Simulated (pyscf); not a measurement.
## Substitution at Si: SiH₄ (SMILES [SiH4]) + SiH₃• (SMILES [SiH3]) -> H₃Si–SiH₃ (SMILES [SiH3][SiH3]) + H• (SMILES [H])

Gas phase, doublet surface, charge 0. Bonds broken: Si1–H2. Bonds formed: Si1–Si6. Single points on ωB97X-D3(BJ)/def2-SVP structures (PySCF, gas phase). MP2 and CC: frozen core, UHF for open shells. ΔMP2 is the change of the MP2 total energy from the triple- to the quadruple-zeta basis.

Transition state (Å):

```xyz
9

Si    -1.1035    -0.4519     0.3830
H     -1.9182    -1.4425     1.7127
H     -0.9394    -1.8453    -0.1404
H     -2.4942     0.1027     0.3580
H     -0.2711    -0.0925     1.5748
Si    -0.0542     0.8237    -1.3295
H      1.3750     0.4125    -1.4670
H     -0.7525     0.6002    -2.6307
H     -0.1121     2.2768    -0.9893
```

One imaginary mode, 584i cm⁻¹; descent along it reached the two sides named.

```csv
bond,change,reactant side (Å),saddle,product side
Si1–H2,breaks,1.494,1.848,3.6
Si1–Si6,forms,3.6,2.379,2.336
```

Electronic energies relative to the separated reactants (kJ/mol):

```tsv
level	barrier	reaction energy	reverse barrier
ωB97X-D3(BJ)/def2-TZVP	70.7	+50.5	20.2
PBE/def2-TZVP	60.4	+66.0	-5.6
r²SCAN/def2-TZVP	67.1	+77.6	-10.5
B3LYP-D3(BJ)/def2-TZVP	81.3	+80.3	1.0
PBE0-D3(BJ)/def2-TZVP	66.7	+61.9	4.8
M06-2X/def2-TZVP	95.7	+78.2	17.5
ωB97M-D3(BJ)/def2-TZVP	91.0	+72.6	18.5
HF/def2-TZVP	151.5	+79.4	72.1
MP2/def2-QZVPP	101.3	+64.4	36.8
CCSD/def2-TZVPP	111.2	+82.2	28.9
CCSD(T)/def2-TZVPP	101.6	+77.0	24.7
CCSD(T)/def2-TZVPP + ΔMP2(QZVPP)	97.1	+74.4	22.8
```

With CCSD(T)/def2-TZVPP + ΔMP2(QZVPP) energies and thermal terms (ideal gas, 1 atm, RRHO with modes under 100 cm⁻¹ raised to 100, one conformer, R ln 2 for rigid chiral ones), in kJ/mol:

```csv
T (K),ΔH‡,ΔG‡,ΔH,ΔG
298,88.1,124.9,+66.1,+76.2
600,92.3,160.6,+72.2,+84.0
900,96.7,193.8,+77.9,+88.7
1200,100.6,225.6,+83.2,+91.5
```

At PBE, r²SCAN this geometry lies under the product side: in single points on another level's saddle the reverse barrier vanishes, and the forward threshold there is about the reaction energy. The same reactants have a lower exit, to SiH₃• + SiH₄ (barrier +38.3 kJ/mol at ωB97M-D3(BJ), against +91.0 kJ/mol here). One saddle was located; it need not be the lowest between these sides. The angle at the attacked Si is 180°. The CCSD(T) − MP2 part came from Ansatz, without density fitting, on the same reference.
